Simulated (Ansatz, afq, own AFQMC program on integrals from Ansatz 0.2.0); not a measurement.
Integrals from Ansatz 0.2.0, then the random walk in our own AFQMC program (afq).

```yaml
crystal:
  periodic: [false, false, false]
  atoms:
    - {symbol: Si, position_ang: [-0.056321, 0.000000, 1.156776]}
    - {symbol: Al, position_ang: [0.030473, 0.000000, -1.350744]}
    - {symbol: H, position_ang: [0.376805, -1.189387, 1.962674]}
    - {symbol: H, position_ang: [0.376805, 1.189387, 1.962674]}
basis:
  gaussian: {orbitals: cc-pVDZ}
magnetization: {spin_polarized: false, initial_magnetization: 1}
correlation: {method: ccsd_t, electrons: outside_noble_gas, hamiltonian_folder: ham}
```

```sh
$ ansatz run in.yaml --threads 1 --pin off --events-out ev --progress --plain --max-ram 1843MiB
```

afq runs on the folder ham with

```
--method phaseless --trial cisd --walkers 60 --populations 1 --least-time 40 --time-step 0.005 --steps-per-block 50 --equilibration-blocks 28 --max-blocks 300 --target-error 0.00036 --factor-cut 1e-05 --start spin_pure --seed 5856 --release-times 0.24,0.51,0.99,1.62,2.4 --release-step 0.03 --release-every 4 --taylor-order 6
```

Times are imaginary, in 1/Eh. The walk had a cap of 1011 s.

Output of the walk:

```
orbitals 36  electrons 5 4  factors 263 of 451
reference energy -531.94551123 Eh
CCSD correlation -0.17380374 Eh in 16 cycles, weight of the determinant in the CISD state 0.8413
energy of the start -532.119315 Eh
 block  time / (1/Eh)  mean weight  energy / Eh
     1     0.250  1.0008  -532.116853
     2     0.500  0.9998  -532.116548
     3     0.750  0.9994  -532.117172
     4     1.000  1.0003  -532.120708
     5     1.250  0.9995  -532.121461
     8     2.000  0.9999  -532.124005
    17     4.250  0.9998  -532.125103
    41    10.250  1.0012  -532.120322
    65    16.250  1.0020  -532.125284
    89    22.250  1.0022  -532.125624
   113    28.250  0.9994  -532.127790
   137    34.250  0.9995  -532.124000
   153    38.250  1.0005  -532.118799
   161    40.250  1.0008  -532.124861
   185    46.250  1.0010  -532.131843
   209    52.250  0.9997  -532.121369
   233    58.250  1.0016  -532.125489
   257    64.250  1.0008  -532.122599
   281    70.250  0.9999  -532.120928
   305    76.250  1.0005  -532.124805
   313    78.250  1.0005  -532.133784
   321    80.250  1.0008  -532.124642
blocks merged  error / Eh  count
     1  0.000207  300
     2  0.000275  150
     4  0.000344  75
     8  0.000451  37
    16  0.000514  18
    32  0.000482  9
released: time / (1/Eh)  energy / Eh  error  mean overlap
  0.24  -532.125748  0.000466  1.0013
  0.51  -532.125198  0.000330  0.9951
  0.99  -532.125828  0.000344  0.9981
  1.62  -532.126024  0.000335  0.9959
  2.40  -532.126403  0.000396  0.9904
energy -532.125169 +/- 0.000514 Eh
(rows thinned)
```

The run passed its tests (sampling time, drift between the halves within three errors, error under three times the target), which doesn't prove that it has relaxed.

Against this walk (error 14.0 meV) on the same determinant: CCSD(T) 18.8 meV higher (within the noise), CCSDT(Q) 27.4 meV lower (within the noise). The error is statistical and leaves out the bias of the constraint. The released energies are still falling (meV from the phaseless value at times in 1/Eh: -16 ± 13 at 0.24, -1 ± 9 at 0.51, -18 ± 9 at 0.99, -23 ± 9 at 1.62, -34 ± 11 at 2.40), so they give no level.

Cautions: constraint bias not in the error; error above the target (14.0 against 9.8 meV); higher spins were not checked; a spin-contaminated unrestricted determinant lies lower (UHF 188 meV lower, ⟨S²⟩ 0.98).

The walk took 4.9 min on 1 thread of Arm Neoverse V2 (shared host). The log's last line is the phaseless energy.

CCSDT and higher add their correlation energy to the determinant of the CCSD(T) run, since their own runs factorise the integrals more tightly (a shift of under 2 meV). A walk keeps the symmetry of its determinant, which the program's search chose and which needn't be the lowest solution, so a lower state of the same spin and another symmetry isn't excluded.
